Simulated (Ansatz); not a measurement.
**H₄OSSi (SMILES O[SiH2]S): one structure at several levels**

Aim: energy, forces and dipole at a structure displaced at random from a GFN2-xTB minimum, from CCSD(T) and from density functionals.

Method: single points in def2-TZVPP; program: Ansatz 0.2.0, Gaussian basis.

Correlated methods freeze the cores.

### 1 The system as given

SMILES `O[SiH2]S`, 7 atoms, charge 0, spin multiplicity 1.

Atoms are counted from 1 here; the program's logs count them from 0.

Bond lengths: O1–Si2 1.527 Å, O1–H4 0.981 Å, Si2–S3 1.914 Å, Si2–H5 1.540 Å, Si2–H6 1.493 Å, S3–H7 1.218 Å. Angles: Si2–O1–H4 133.5°, O1–Si2–S3 109.3°, O1–Si2–H5 107.5°, O1–Si2–H6 103.0°, S3–Si2–H5 114.3°, S3–Si2–H6 112.4°, H5–Si2–H6 109.7°, Si2–S3–H7 92.6°.

Geometry (Å):

```xyz
7
H4OSSi
O    -0.9429   -0.6278   -0.2300
Si    0.0974    0.4559    0.0459
S     1.7107   -0.3610    0.6724
H    -1.7579   -0.6589   -0.7745
H     0.2622    1.2773   -1.2457
H    -0.5605    1.2928    1.0930
H     1.3029   -1.4828    0.4281
```

### 2 CCSD(T)/def2-TZVPP

Contents of run/in.yaml:

```yaml
crystal:
  periodic: [false, false, false]
  atoms:
    - {symbol: O, position_ang: [-0.942900, -0.627800, -0.230000]}
    - {symbol: Si, position_ang: [0.097400, 0.455900, 0.045900]}
    - {symbol: S, position_ang: [1.710700, -0.361000, 0.672400]}
    - {symbol: H, position_ang: [-1.757900, -0.658900, -0.774500]}
    - {symbol: H, position_ang: [0.262200, 1.277300, -1.245700]}
    - {symbol: H, position_ang: [-0.560500, 1.292800, 1.093000]}
    - {symbol: H, position_ang: [1.302900, -1.482800, 0.428100]}
basis:
  gaussian: {orbitals: def2-TZVPP}
correlation: {method: ccsd_t}
output: {forces: true}
```

The command line of these runs was not kept.

### 3 PBE0-D4/def2-TZVPP

Changes to run/in.yaml since step 2:

```diff
@@ -12,3 +12,3 @@
   gaussian: {orbitals: def2-TZVPP}
-correlation: {method: ccsd_t}
-output: {forces: true}
+hamiltonian: {xc: pbe0, dispersion: d4}
+output: {forces: true, orbitals: {seedname: orbitals}}
```

### 4 wB97M-V/def2-TZVPP

Changes to run/in.yaml since step 3:

```diff
@@ -12,3 +12,3 @@
   gaussian: {orbitals: def2-TZVPP}
-hamiltonian: {xc: pbe0, dispersion: d4}
-output: {forces: true, orbitals: {seedname: orbitals}}
+hamiltonian: {xc: {name: wB97M-V}}
+output: {forces: true}
```

### 5 r2SCAN-D4/def2-TZVPP

Changes to run/in.yaml since step 4:

```diff
@@ -12,3 +12,3 @@
   gaussian: {orbitals: def2-TZVPP}
-hamiltonian: {xc: {name: wB97M-V}}
+hamiltonian: {xc: r2scan, dispersion: d4}
 output: {forces: true}
```

### 6 PBE-D4/def2-TZVPP

Changes to run/in.yaml since step 5:

```diff
@@ -12,3 +12,3 @@
   gaussian: {orbitals: def2-TZVPP}
-hamiltonian: {xc: r2scan, dispersion: d4}
+hamiltonian: {xc: pbe, dispersion: d4}
 output: {forces: true}
```

### 7 LC-wPBE/def2-TZVPP

Changes to run/in.yaml since step 6:

```diff
@@ -12,3 +12,3 @@
   gaussian: {orbitals: def2-TZVPP}
-hamiltonian: {xc: pbe, dispersion: d4}
+hamiltonian: {xc: {name: LC-wPBE}}
 output: {forces: true}
```

### 8 r2SCAN0-D4/def2-TZVPP

Changes to run/in.yaml since step 7:

```diff
@@ -12,3 +12,3 @@
   gaussian: {orbitals: def2-TZVPP}
-hamiltonian: {xc: {name: LC-wPBE}}
+hamiltonian: {xc: {name: r2SCAN0}, dispersion: d4}
 output: {forces: true}
```

(Steps that only read results are left out.)

Before running it: what results should come out? Wanted: energy less free atoms, CCSD(T)/def2-TZVPP; RMS force component; RMS force error; HOMO and LUMO, PBE0-D4; T1 diagnostic.

As calculated:

```
                                  quantity                                                                                              value
energy less free atoms, CCSD(T)/def2-TZVPP                                                                                    -500.2 kcal/mol
                       RMS force component                                                               2.719 to 2.830 eV/Å over the methods
                           RMS force error  PBE0-D4 0.132, wB97M-V 0.076, r2SCAN-D4 0.129, PBE-D4 0.222, LC-wPBE 0.143, r2SCAN0-D4 0.172 eV/Å
                    HOMO and LUMO, PBE0-D4                                                                                 -7.50 and -0.06 eV
                             T1 diagnostic                                                                                              0.010
```

Against CCSD(T) the functionals' energies less atoms differ by -18.9 to -8.3 kcal/mol, PBE-D4 by -13.6 kcal/mol. CCSD(T) in triple zeta still lacks some correlation energy of the bonds, so part of these gaps is its own basis error and they don't rank the functionals. On forces the order runs from wB97M-V to PBE-D4. Frozen-core CCSD(T) forces in triple zeta carry basis errors of their own, and this is one geometry, so small gaps rank nothing.
